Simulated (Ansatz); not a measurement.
## C3H10NP (SMILES CP(C)(C)=N): name the method

The species is C3H10NP (15 atoms), meant as a singlet with charge 0. SMILES: `CP(C)(C)=N`. The shape is that of a PBE0-D4/def2-TZVP optimisation.

```xyz
15

C    -1.6174    0.1885    0.3170
P     0.1002    0.3415   -0.2671
C     1.0538    0.1521    1.2722
C     0.4079   -1.1754   -1.1855
N     0.4502    1.5379   -1.2003
H    -1.8604    1.0523    0.9397
H    -1.7789   -0.7227    0.8977
H    -2.2819    0.1922   -0.5486
H     0.8685    1.0156    1.9148
H     2.1163    0.1313    1.0241
H     0.7878   -0.7571    1.8163
H     0.1830   -2.0596   -0.5871
H     1.4553   -1.1925   -1.4889
H    -0.2113   -1.1709   -2.0833
H     0.3270    2.4669   -0.8212
```

A calculation with Ansatz 0.2.0 gave:

```
total energy  : -516.2842 Eh
HOMO energy   : -8.02 eV
LUMO energy   : 3.97 eV
HOMO–LUMO gap : 12.00 eV
```

**Question.** Which of these levels gave the numbers?
A. HF/STO-3G
B. r2SCAN/6-31G* (spherical functions)
C. wB97M-V/6-31G* (spherical functions)
D. HSE06/6-31G* (spherical functions)

**Answer.** C. The others give -508.5876 Eh (HF/STO-3G), -516.0493 Eh (HSE06/6-31G* (spherical functions)), -516.2725 Eh (r2SCAN/6-31G* (spherical functions)).
